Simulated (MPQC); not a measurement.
# SiH3F (SMILES F[SiH3]) at UB3LYP/def2-SVPD

What is the energy change on altering one bond length of SiH3F at UB3LYP/def2-SVPD? 

Program for the calculation: MPQC 2.3.1.

7 further runs of the same task are left out: 5 that didn't finish, 2 set aside as unsound or not needed.

## (1) The molecule

The species is SiH3F (5 atoms), meant as a singlet with charge 0. As SMILES, `F[SiH3]`. Geometry: relaxed at PBE0-D4/def2-TZVP.

Bond lengths: F1–Si2 1.600 Å, Si2–H3 1.482 Å, Si2–H4 1.482 Å, Si2–H5 1.482 Å. Angles: F1–Si2–H3 108.3°, F1–Si2–H4 108.3°, F1–Si2–H5 108.3°, H3–Si2–H4 110.6°, H3–Si2–H5 110.6°, H4–Si2–H5 110.6°.

## (2) The energy at UB3LYP/def2-SVPD

run.in

```
molecule<Molecule>: (
    symmetry = c1
    unit = bohr
    { atoms geometry } = {
        F  [ -2.40864492 0.30764741 1.62138501 ]
        Si [ 0.08182514 -0.03647171 -0.05801459 ]
        H  [ -0.69504127 -0.36396125 -2.72819761 ]
        H  [ 1.45244350 -2.30149745 0.85340032 ]
        H  [ 1.66390385 2.25519916 0.23319220 ]
    }
)
basis<GaussianBasisSet>: (
    name = "def2-SVPD"
    molecule = $:molecule
    basisdir = "."
    puream = yes
)
mpqc: (
    checkpoint = no
    savestate = no
    restart = no
    do_energy = yes
    do_gradient = no
    optimize = no
    mole<UKS>: (
        molecule = $:molecule
        basis = $:basis
        total_charge = 0
        multiplicity = 1
        memory = 1000000000
        print_evals = yes
        print_npa = yes
        maxiter = 60
        functional<StdDenFunctional>: ( name = "B3LYP" )
        integrator<RadialAngularIntegrator>: ( grid = medium )
        guess_wavefunction<UHF>: (
            molecule = $:molecule
            total_charge = 0
            multiplicity = 1
            memory = 1000000000
            value_accuracy = 1e-3
            basis<GaussianBasisSet>: (
                name = "3-21G"
                molecule = $:molecule
            )
        )
    )
)
```

The basis set def2-SVPD is read from a file made from the Basis Set Exchange's data (not shown).

The run is started by

```sh
$ mpqc run.in > run.out
```

The log of the run, shortened:

```text
MPQC: Massively Parallel Quantum Chemistry
[...]
  Integrated electron density error = 0.000157859388
  iter     1 energy = -390.9112874608 delta = 1.22806e-01
  Integrated electron density error = 0.000356627509
  iter     2 energy = -391.0360706075 delta = 3.28459e-02
[...]
  Integrated electron density error = 0.000132999562
  iter     7 energy = -391.0424781973 delta = 7.24510e-05
  Integrated electron density error = 0.000132997368
  iter     8 energy = -391.0424784240 delta = 1.82524e-05
  Integrated electron density error = 0.000133004501
  iter     9 energy = -391.0424784542 delta = 7.48784e-06
  Integrated electron density error = 0.000133006603
  iter    10 energy = -391.0424784582 delta = 2.96650e-06
[...]
  <S^2>      = -0.000000
  total scf energy = -391.0424784582
Value of the MolecularEnergy: -391.0424784582
[...]
        symmetry = c1
[...]
        nbasis = 71
[...]
      nalpha = 13
      nbeta = 13
[...]
```

Wall time 12 s (1 thread of Arm Neoverse V1, shared host); peak memory 0.38 GiB.

## (3) The distorted shape, same level

job.in

```
molecule<Molecule>: (
   symmetry = c1
   unit = bohr
   { atoms geometry } = {
      F  [ -2.48771295     0.19311678     1.60683223 ]
      Si [ 0.00275711    -0.15100235    -0.07256737 ]
      H  [ -0.77410930    -0.47849188    -2.74275039 ]
      H  [ 1.37337547    -2.41602808     0.83884754 ]
      H  [ 1.66390385     2.25519916     0.23319220 ]
   }
)
basis<GaussianBasisSet>: (
   name = "def2-SVPD"
   molecule = $:molecule
   basisdir = "."
   puream = yes
)
mpqc: (
   checkpoint = no
   savestate = no
   restart = no
   do_energy = yes
   do_gradient = no
   optimize = no
   mole<UKS>: (
      molecule = $:molecule
      basis = $:basis
      total_charge = 0
      multiplicity = 1
      memory = 1000000000
      print_evals = yes
      print_npa = yes
      maxiter = 60
      functional<StdDenFunctional>: ( name = "B3LYP" )
      integrator<RadialAngularIntegrator>: ( grid = medium )
      guess_wavefunction<UHF>: (
         molecule = $:molecule
         total_charge = 0
         multiplicity = 1
         memory = 1000000000
         value_accuracy = 1e-3
         basis<GaussianBasisSet>: (
            name = "3-21G"
            molecule = $:molecule
         )
      )
   )
)
```

The basis set def2-SVPD is read from a file made from the Basis Set Exchange's data (not shown).

The run is started by

```sh
$ mpqc job.in > job.out
```

The log of the run, shortened:

```text
MPQC: Massively Parallel Quantum Chemistry
[...]
  Integrated electron density error = 0.000223660853
  iter     1 energy = -390.9102951156 delta = 1.22615e-01
  Integrated electron density error = 0.000426729010
  iter     2 energy = -391.0346115233 delta = 3.25344e-02
[...]
  Integrated electron density error = 0.000130120478
  iter     7 energy = -391.0409997007 delta = 7.24912e-05
  Integrated electron density error = 0.000130114890
  iter     8 energy = -391.0409999386 delta = 1.86264e-05
  Integrated electron density error = 0.000130120624
  iter     9 energy = -391.0409999683 delta = 7.35380e-06
  Integrated electron density error = 0.000130122449
  iter    10 energy = -391.0409999724 delta = 2.93571e-06
[...]
  <S^2>      = -0.000000
  total scf energy = -391.0409999724
Value of the MolecularEnergy: -391.0409999724
[...]
        symmetry = c1
[...]
        nbasis = 71
[...]
      nalpha = 13
      nbeta = 13
[...]
```

Wall time 12 s (1 thread of Arm Neoverse V1, shared host); peak memory 0.38 GiB.

## (4) Results

At UB3LYP/def2-SVPD:

```
                                                          quantity          value
                                         first shape: total energy  -391.04248 Eh
                                     distorted shape: total energy  -391.04100 Eh
energy change with the Si2–H5 bond stretched from 1.482 to 1.556 Å       0.040 eV
```

What this shows: With the Si2–H5 bond stretched from 1.482 to 1.556 Å the energy rises by 0.04 eV (0.9 kcal/mol). The first shape isn't relaxed at this level, so the change isn't measured from a minimum.
